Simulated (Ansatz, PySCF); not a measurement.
Gas-phase enthalpy of formation at 298 K, by the atomisation route, of CN(C)C (SMILES; C3H9N, N,N-dimethylmethanamine). Structures are relaxed separately at B3LYP-D3(BJ)/def2-TZVP in Ansatz (a first-principles code). Valence correlation only, unless marked. UHF or UKS for open shells. No spin-orbit coupling. No relativistic terms. CBS marks a two-point X^-3 extrapolation of the correlation energy; Hartree-Fock from the larger set. The bracket is a focal-point correction in the basis named. Thermal terms are rigid-rotor harmonic-oscillator values from B3LYP-D3(BJ) frequencies (PySCF) at 298.15 K and 1 atm. 1 Eh = 627.5095 kcal/mol.

```
species  count  E, RI-MP2/CBS(cc-pVTZ,cc-pVQZ)+[CCSD(T)-MP2]/cc-pVTZ (Ansatz) (Eh)  E, PBE/def2-TZVPD (Ansatz) (Eh)  measured ΔHf at 0 K (kcal/mol)  H(298) - H(0) of the element (kcal/mol)
-------  -----  ------------------------------------------------------------------  -------------------------------  ------------------------------  ---------------------------------------
CN(C)C       1                                                          -174.25480                       -174.29196                               -                                        -
C atom       3                                                           -37.79136                        -37.79605                          169.98                                     0.25
H atom       9                                                            -0.49995                         -0.49962                           51.63                                     1.01
N atom       1                                                           -54.53146                        -54.53224                          112.53                                     1.04
```

Molecule: zero-point energy 75.20, H(298) - H(0) 4.01 kcal/mol. The route leaves out scalar relativity and anharmonic zero-point terms, the atoms' spin-orbit terms, and in the frozen-core level the core correlation. Atomic data: G2/97 table in ASE.

Measured: -5.7 kcal/mol (Active Thermochemical Tables 1.112 (ions: stationary electron), as tabulated in the package chemicals).

Q: Work out De, D0 and ΔHf at 0 and 298 K at both levels, and their errors against the measured value.

A: 
The atoms' values sum to 1087.14 (0 K) and 10.88 (thermal), in kcal/mol.
- RI-MP2/CBS(cc-pVTZ,cc-pVQZ)+[CCSD(T)-MP2]/cc-pVTZ: De = 1160.71; D0 = 1160.71 - 75.20 = 1085.51; ΔHf(0 K) = 1087.14 - 1085.51 = 1.63; ΔHf(298 K) = 1.63 + 4.01 - 10.88 = -5.24; error +0.5.
- PBE/def2-TZVPD: De = 1176.57; D0 = 1176.57 - 75.20 = 1101.37; ΔHf(0 K) = 1087.14 - 1101.37 = -14.23; ΔHf(298 K) = -14.23 + 4.01 - 10.88 = -21.10; error -15.4.
